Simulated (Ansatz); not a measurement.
Compare A (`CC1C=CCC1`) with its isomer B (`C#CCCCC`).

Gas-phase electronic energies from Ansatz, PBE0-D4/def2-TZVP geometries. CCSD(T)/CBS is the MP2 limit (def2-TZVPP, def2-QZVPP) plus CCSD(T) − MP2 in def2-TZVPP, frozen cores. DFT in def2-TZVPP. B3LYP here is the variant with VWN-RPA as its local correlation; programs differ in this. Each species was taken in one conformer, which may not be the lowest.

A:

Z-matrix (Å, degrees):
```
C
C 1 1.526
H 1 1.094 2 110.6
H 1 1.093 2 111.0 3 -120.2
H 1 1.093 2 111.3 3 119.6
C 2 1.505 1 111.4 3 -59.9
C 2 1.542 1 113.3 3 54.7
H 2 1.096 1 108.1 3 177.7
C 6 1.328 2 112.3 1 107.0
H 6 1.085 2 122.5 1 -69.2
C 7 1.538 2 106.0 1 -99.0
H 7 1.092 2 112.2 1 24.7
H 7 1.093 2 109.3 1 143.6
H 9 1.084 6 125.0 2 -176.3
H 11 1.094 7 112.3 2 -142.0
H 11 1.097 7 112.4 2 98.4
```

B:

```xyz
16

C     0.042   -2.698    1.519
C     0.176   -1.506    1.579
C     0.318   -0.061    1.635
C    -0.316    0.655    0.441
C     0.335    0.309   -0.887
C    -0.318    1.018   -2.060
H    -0.072   -3.755    1.471
H    -0.132    0.301    2.566
H     1.383    0.189    1.691
H    -0.249    1.735    0.614
H    -1.382    0.409    0.403
H     0.290   -0.775   -1.035
H     1.399    0.568   -0.844
H    -1.374    0.747   -2.144
H    -0.266    2.105   -1.947
H     0.166    0.759   -3.004
```

Question: Which isomer does CCSD(T)/CBS put lower? Give the gap. (Estimate.)

Answer: Computed: A, by 120.1 kJ/mol.

Question: Give E(B) − E(A) in kJ/mol with LDA (SPW92), CCSD/def2-TZVPP, MP2/def2-TZVPP, B3LYP-D4, BLYP-D4, PBE-D4, B3LYP. (Best estimate.)

Answer: The calculation gave: LDA (SPW92) 154.8, CCSD/def2-TZVPP 120.3, MP2/def2-TZVPP 120.5, B3LYP-D4 116.9, BLYP-D4 108.8, PBE-D4 131.7, B3LYP 108.4. None reverses the order clearly.

Question: Does the order hold for the free energy at 298.15 K (harmonic terms from PBE0-D4)? (Best estimate.)

Answer: The calculation gave: Yes: G(B) − G(A) = +106.2 kJ/mol, for one conformer each.

Largest T1 diagnostic: 0.010.

Leaving LDA and LC-ωPBE aside and taking each functional with its dispersion term where it has one, the values spread over 31.6 kJ/mol, from BLYP-D4 to PBE0-D4. LDA lies +28.2 kJ/mol from PBE without D4. In def2-TZVPP, CCSD(T) changes the Hartree–Fock value by +16.3 kJ/mol (the triples alone add +1.4 kJ/mol) and MP2 by +15.0 kJ/mol.
